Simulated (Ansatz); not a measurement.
Results of PBE in Ansatz (PAW) for litharge SnO.

Run with plane-wave cutoff 520 eV, 10×10×8 k mesh (along the axes of the cell as run), scalar-relativistic PAW data made under PBE.

Computed at the level's own relaxed cell.

Elastic tensor (GPa, Voigt notation, ions relaxed):

```
   82.9    75.1     8.0     0.0     0.0     0.0
   75.1    82.9     8.0     0.0     0.0     0.0
    8.0     8.0    20.1     0.0     0.0     0.0
    0.0     0.0     0.0    18.3     0.0     0.0
    0.0     0.0     0.0     0.0    18.3     0.0
    0.0     0.0     0.0     0.0     0.0    74.0
```

Task: Work out the Voigt, Reuss and Hill averages of the bulk and shear moduli, Young's modulus and Poisson's ratio from the printed constants.

Result: K_V = [C11 + C22 + C33 + 2(C12 + C13 + C23)]/9 = [185.9 + 2 × 91.1]/9 = 40.9 GPa. G_V = [185.9 − 91.1 + 3 × 110.6]/15 = 28.4 GPa. From the compliances S = C⁻¹, K_R = 18.3 and G_R = 10.9 GPa. Hill means: K = 29.6, G = 19.6 GPa. E = 9KG/(3K + G) = 48 GPa, ν = (3K − 2G)/(6K + 2G) = 0.23, K/G = 1.51.

Note: the cell comes from a level without a dispersion term, which matters for the spacing of layers, chains or molecules; the cell has widely spaced layers and the level no dispersion term, so their spacing and the moduli can rest on weak binding.

Computed values are for the static lattice.

Ansatz is a first-principles code.
